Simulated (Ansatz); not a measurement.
Geometry optimisation, Ansatz, UKS PBE0-D4/def2-SVP.

Input file:

```yaml
crystal:
  periodic: [false, false, false]
  atoms:
    - { symbol: B, position_ang: [-0.95539, 0.02935, -0.64666] }
    - { symbol: S, position_ang: [0.23333, -1.19738, -0.93884] }
    - { symbol: Mg, position_ang: [1.59809, -0.39318, 0.75074] }
    - { symbol: H, position_ang: [-1.92427, 0.04016, -1.30766] }
    - { symbol: H, position_ang: [-0.79566, 0.84904, 0.21248] }
    - { symbol: H, position_ang: [1.84391, 0.67201, 1.92994] }
magnetization:
  spin_polarized: true
basis:
  gaussian: { orbitals: def2-SVP }
hamiltonian:
  xc: pbe0
  dispersion: d4
relax:
  f_tol: 0.02
  max_steps: 40
```

Run as:

```bash
$ ansatz run input.yaml --threads 1 --pin off --max-ram 2048MiB --backend cpu --events-out ev --progress --plain --runs-dir out
```

Where does it end, and by what steps?

It converged. After 7 steps the energy has fallen by 0.362 eV; Mg3 moved furthest, 0.51 Å. Joined: B1–Mg3, Mg3–H5.

```json
{"step": "0", "energy less start (eV)": "0.0000", "largest force component (eV/Å)": "1.317", "accepted": "yes"}
{"step": "1", "energy less start (eV)": "-0.2433", "largest force component (eV/Å)": "0.472", "accepted": "yes"}
{"step": "2", "energy less start (eV)": "-0.3189", "largest force component (eV/Å)": "0.273", "accepted": "yes"}
{"step": "3", "energy less start (eV)": "-0.3540", "largest force component (eV/Å)": "0.353", "accepted": "yes"}
{"step": "4", "energy less start (eV)": "-0.3593", "largest force component (eV/Å)": "0.133", "accepted": "yes"}
{"step": "5", "energy less start (eV)": "-0.3618", "largest force component (eV/Å)": "0.034", "accepted": "yes"}
{"step": "6", "energy less start (eV)": "-0.3618", "largest force component (eV/Å)": "0.026", "accepted": "no"}
{"step": "7", "energy less start (eV)": "-0.3620", "largest force component (eV/Å)": "0.001", "accepted": "yes"}
```

```xyz
6
Properties=species:S:1:pos:R:3
B -0.893 -0.058 -0.682
S 0.273 -1.330 -1.035
Mg 1.182 -0.091 0.749
H -1.934 0.102 -1.268
H -0.683 0.768 0.227
H 2.056 0.609 2.010
```

Time of the run: 30 s on 1 thread of Arm Neoverse V2 (shared host), peak memory 0.16 GiB.
